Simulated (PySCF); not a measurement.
C4H7F.
SMILES: `C=CCCF`

Torsions of this conformer, `[CH2:1]=[CH:2][CH2:3][CH2:4][F:5]`: C1–C2–C3–C4 125°, C2–C3–C4–F5 60°.

The closed-shell ground state was solved at several levels (PySCF, density fitting, gas phase, non-relativistic). Geometry: PBE0-D3(BJ)/def2-SVP, one conformer, isolated molecule.

```
        level  basis functions  total energy (Eh)  HOMO (eV)  LUMO (eV)  gap (eV)  dipole (D)
PBE0/pcSseg-2              278          -256.2628      -7.57       0.02      7.59        1.69
  B3LYP/pcJ-1              205          -256.4679      -7.31      -0.03      7.28        1.69
PBE0/pcSseg-1              120          -256.1341      -7.56       0.20      7.76        1.71
```

Problem. What might CAM-B3LYP/def2-SVPD (159 basis functions) give for the same quantities?

Solution. Total energy -256.1601 Eh, HOMO -8.95 eV, LUMO 1.12 eV, gap 10.07 eV, dipole 1.78 D.

Problem. Over all these levels, which gives the widest orbital gap and which the narrowest?

Solution. CAM-B3LYP/def2-SVPD (range-separated hybrid) has the widest, 10.07 eV, and B3LYP/pcJ-1 (global hybrid, 20 % exact exchange) the narrowest, 7.28 eV. Functional and basis both differ between the two, so the spread mixes both effects.

Problem. How far do the dipole and the HOMO energy spread over the levels?

Solution. The dipole runs from 1.69 to 1.78 D (mean 1.72 D) and the HOMO from -8.95 to -7.31 eV.
